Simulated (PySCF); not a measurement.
## Level of theory and adiabatic energies of losing or gaining an electron: isocyanate

Structure: `[N-]=C=O` ([CNO]-).

All levels share the PBE0-D3(BJ)/ma-def2-SVP structures and the PBE0-D3(BJ)/ma-def2-SVP thermal terms; only the single-point energies (PySCF) change. Values are adiabatic energies of losing or gaining an electron (0 K, eV).

| level | detachment energy to the radical | abs. error | time |
| --- | --- | --- | --- |
| HF/ma-def2-TZVP | 2.18 | 1.42 | 1.7 s |
| PBE0-D3(BJ)/cc-pVDZ | 2.76 | 0.85 | 2.5 s |
| PBE0-D3(BJ)/6-31G* | 2.82 | 0.79 | 2.4 s |
| PBE0-D3(BJ)/def2-SV(P) | 2.92 | 0.69 | 2.4 s |
| PBE0-D3(BJ)/def2-SVP | 2.92 | 0.69 | 2.3 s |
| PBE0-D3(BJ)/6-31G | 3.04 | 0.57 | 1.9 s |
| PBE0-D3(BJ)/pcseg-1 | 3.24 | 0.37 | 2.4 s |
| PBE0-D3(BJ)/def2-TZVP | 3.29 | 0.32 | 4.8 s |
| PBE0-D3(BJ)/def2-TZVPP | 3.29 | 0.32 | 4.8 s |
| BHandHLYP/ma-def2-TZVP | 3.30 | 0.31 | 5.8 s |
| TPSS-D3(BJ)/ma-def2-TZVP (grid 3) | 3.33 | 0.28 | 19 s |
| TPSSh-D3(BJ)/ma-def2-TZVP (grid 3) | 3.33 | 0.27 | 15 s |
| OPBE/ma-def2-TZVP | 3.35 | 0.26 | 9.8 s |
| r2SCAN-D3(BJ)/ma-def2-TZVP (grid 3) | 3.36 | 0.25 | 18 s |
| BLYP-D3(BJ)/ma-def2-TZVP | 3.36 | 0.25 | 9.7 s |
| PBE0-D3(BJ)/def2-QZVP | 3.37 | 0.23 | 11 s |
| B97-2/ma-def2-TZVP | 3.39 | 0.21 | 5.5 s |
| PBE0-D3(BJ)/def2-QZVPPD | 3.41 | 0.20 | 13 s |
| M06/ma-def2-TZVP (grid 3) | 3.42 | 0.19 | 14 s |
| PBE0-D3(BJ)/def2-SVPD | 3.42 | 0.19 | 3.2 s |
| PBE0-D3(BJ)/ma-def2-TZVP | 3.42 | 0.19 | – |
| PBE0-D3(BJ)/aug-cc-pVTZ | 3.42 | 0.19 | 8.8 s |
| PBE0-D3(BJ)/jun-cc-pV(T+d)Z | 3.42 | 0.19 | 6.5 s |
| PBE0-D3(BJ)/6-311++G(2d,2p) | 3.45 | 0.16 | 4.2 s |
| PBE-D3(BJ)/ma-def2-TZVP | 3.45 | 0.16 | 9.7 s |
| PBE0-D3(BJ)/6-31+G* | 3.46 | 0.15 | 3 s |
| PBE0-D3(BJ)/6-311+G** | 3.47 | 0.14 | 3.4 s |
| B3LYP-D3(BJ)/ma-def2-TZVP | 3.52 | 0.09 | 5.8 s |
| BP86-D3(BJ)/ma-def2-TZVP | 3.54 | 0.06 | 9.3 s |
| CAM-B3LYP-D3(BJ)/ma-def2-TZVP | 3.56 | 0.05 | 6.9 s |
| LC-ωPBE/ma-def2-TZVP | 3.56 | 0.05 | 12 s |
| ωB97M-D3(BJ)/ma-def2-TZVP (grid 3) | 3.56 | 0.05 | 14 s |
| ATcT 1.112 | 3.61 |  |  |

Times are wall times for all single points of a level on 1 thread of Arm Neoverse V1, a shared host; the dash marks the run that also made the structures. BLYP, BP86, LC-ωPBE, OPBE, PBE, TPSS, r2SCAN ran on a slower path of this set-up, which computes the density-fitting integrals anew in every SCF cycle while the other levels store them. So the times needn't show the usual order of cost, and those levels read slower than they are.

Hartree-Fock leaves out electron correlation, so its ionisation energies and electron affinities from energy differences come out too low, often by 1 eV or more.

The spread: 1.38 eV, from 2.18 to 3.56.
